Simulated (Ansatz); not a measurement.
Results of LDA in Ansatz (PAW) for hcp Re.

Run with plane-wave cutoff 520 eV, 30×30×14 k mesh (along the axes of the cell as run), Fermi–Dirac smearing 0.06 eV (set by the program), no spin polarisation, scalar-relativistic PAW data made under PBE.

Computed at the level's own relaxed cell.

```yaml
crystal:
  lattice:
    - [2.73772, 0.00000, 0.00000]
    - [-1.36886, 2.37094, 0.00000]
    - [0.00000, 0.00000, 4.41556]
  atoms:
    - { symbol: Re, position: [0.66667, 0.33333, 0.75000] }
    - { symbol: Re, position: [0.33333, 0.66667, 0.25000] }
```

Give the elastic tensor (Voigt notation, GPa, ions relaxed, in the Cartesian axes of the cell as printed).


```
  673.2   294.7   245.7     0.0     0.0     0.0
  294.7   673.2   245.7     0.0     0.0     0.0
  245.7   245.7   727.3     0.0     0.0     0.0
    0.0     0.0     0.0   180.2     0.0     0.0
    0.0     0.0     0.0     0.0   180.2     0.0
    0.0     0.0     0.0     0.0     0.0   189.2
```

Measured, for comparison: elastic constant C11 616 GPa, elastic constant C12 273 GPa, elastic constant C44 161 GPa, elastic constant C33 683 GPa, elastic constant C13 206 GPa (temperature not stated, no zero-point or thermal correction; as tabulated in Mehl and Papaconstantopoulos (1996), arXiv:mtrl-th/9602003). Computed (rounded) less measured: elastic constant C11 +9 %, elastic constant C12 +8 %, elastic constant C44 +12 %, elastic constant C33 +6 %, elastic constant C13 +19 %. A static lattice is as a rule a little smaller and stiffer than an uncorrected measurement, which narrows the difference in the elastic constant C11, elastic constant C12, elastic constant C33 and would widen misses of the other sign.

Spin–orbit coupling is not included.

Ansatz is a quantum-chemistry and plane-wave program.
